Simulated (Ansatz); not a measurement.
Results of r²SCAN (Ansatz, a program for electronic structure, PAW) for hcp Ru.

A relaxed, unreconstructed slab of the (0001) face has 6 atoms, two equal faces of 6.333 Å² each and an energy of -35342.0059 eV. A bulk cell of 2 atoms with the same orientation and in-plane k mesh has -11781.4102 eV. Energies are extrapolated to zero smearing.

Run with plane-wave cutoff 500 eV, 24×24×1 k mesh (along the axes of the cell as run), Fermi–Dirac smearing 0.1 eV, scalar-relativistic PAW data made under PBE.

Worked out: γ = (E_slab − N E_bulk per atom)/2A = [-35342.0059 − 6 × (-11781.4102/2)]/(2 × 6.333) = 0.1756 eV/Å². With 16.022 J/m² per eV/Å² this is 2.81 J/m², or 1.11 eV per surface cell and face.
